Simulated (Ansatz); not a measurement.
Molecule: C₄H₄N, charge 0, multiplicity 2. It need not be the lowest isomer of its formula. SMILES: [c]1ccc[nH]1
Coordinates optimised at B3LYP-D3(BJ)/def2-TZVP (Ansatz, an electronic-structure program):
```xyz
9

H      0.0145     0.0864     2.1565
N      0.0078     0.0696     1.1531
C      0.0067     1.1511     0.3384
C     -0.0018    -1.0627     0.3579
C     -0.0033     0.7843    -0.9740
C     -0.0088    -0.6491    -0.9503
H     -0.0029    -2.0474     0.7920
H     -0.0064     1.4250    -1.8375
H     -0.0170    -1.2924    -1.8150
```
Charge 0, spin multiplicity 2.

Computed values are from Ansatz. Cores are frozen in the correlated levels unless marked. UHF or UKS for open shells. No spin-orbit coupling. Non-relativistic. CBS(X,Y): correlation extrapolated as X^-3; Hartree-Fock from the larger set. [CCSD(T)-MP2]/basis is that difference in the basis named.

atomisation energy De: 3935.6 kJ/mol at RI-MP2/CBS(cc-pVTZ,cc-pVQZ)+[CCSD(T)-MP2]/cc-pVDZ
total energy: -209.1934 Eh at RI-MP2/CBS(cc-pVTZ,cc-pVQZ)+[CCSD(T)-MP2]/cc-pVDZ
dipole moment: 1.73 D at wB97M-V/def2-TZVPD
T1 diagnostic: 0.031 at CCSD/cc-pVDZ

The UHF reference is spin-contaminated (<S^2> 0.20 over the pure value in the largest basis).
